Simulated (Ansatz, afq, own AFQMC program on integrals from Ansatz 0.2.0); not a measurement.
Where AFQMC and coupled cluster stand for CH3Br, triplet

```xyz
5

Br   -0.4505    0.0000    0.0000
H     1.2265    0.0000    0.0000
C     2.4185    0.0000    0.0000
H     2.8330    0.0000    0.9962
H     2.8330    0.0000   -0.9962
```

Connectivity, by distances: Br ··· CH2, 1 bridging H.

Basis cc-pVTZ. Noble-gas cores (and the filled d shells of Ga–Kr and In–Xe) are frozen. AFQMC by an in-house program on the Cholesky factors that Ansatz 0.2.0 writes for its CCSD(T) run. ph-AFQMC/CISD is guided by a CISD state made of CCSD amplitudes; releasing the constraint for a short imaginary time cuts its bias at the price of noise, slowly where states lie close. Error bars are statistical, one sigma. No spin–orbit coupling.

Determinant: UHF, the one that the program's search chose, which needn't be the lowest solution. The geometry is a point of a scan.

No full CI on the walks' own integrals is used here. The released AFQMC energy serves as the reference, which it does only where one determinant dominates, the energy is flat over the last release times and near the phaseless one (40 meV or 2 meV an electron, half that with transition metals). On small molecules, where full CI could be run and the noise was under 10 meV, such values lay within 10 meV of it in 19 cases of 20, a flattering rate, since the rule was set on those same cases; what remains of the bias isn't in the error bar.

Cautions: no relativity below Rb; no spin-orbit coupling; inner d shell frozen; lower spins were not checked; the released value is read at 2.40 1/Eh (meV from the phaseless value at times in 1/Eh: 7 ± 5 at 0.24, 1 ± 5 at 0.51, 4 ± 5 at 0.99, -19 ± 7 at 1.62, -12 ± 9 at 2.40).

The T1 diagnostic is 0.0127 and the weight of the determinant in the CISD state is 0.870. The ⟨S²⟩ of the determinant is 2.046 and the size of the correlated space is 14 electrons in 100 orbitals.

Reference: AFQMC with the constraint released, correlation energy -9.777 ± 0.009 eV.

```json
{"level": "HF", "E − E(reference) (kcal/mol)": "225.46 ± 0.20", "share of correlation (%)": "0.00"}
{"level": "MP2", "E − E(reference) (kcal/mol)": "32.46 ± 0.20", "share of correlation (%)": "85.60"}
{"level": "CCSD", "E − E(reference) (kcal/mol)": "8.49 ± 0.20", "share of correlation (%)": "96.24"}
{"level": "CCSD(T)", "E − E(reference) (kcal/mol)": "1.12 ± 0.20", "share of correlation (%)": "99.50"}
{"level": "ph-AFQMC/CISD", "E − E(reference) (kcal/mol)": "0.27 ± 0.24", "share of correlation (%)": "99.88"}
```

A walk keeps the symmetry of its determinant, which the program's search chose and which needn't be the lowest solution, so a lower state of the same spin and another symmetry isn't excluded. Released energies are given only where the last usable release times agree within the noise; a slower fall can still hide under it.
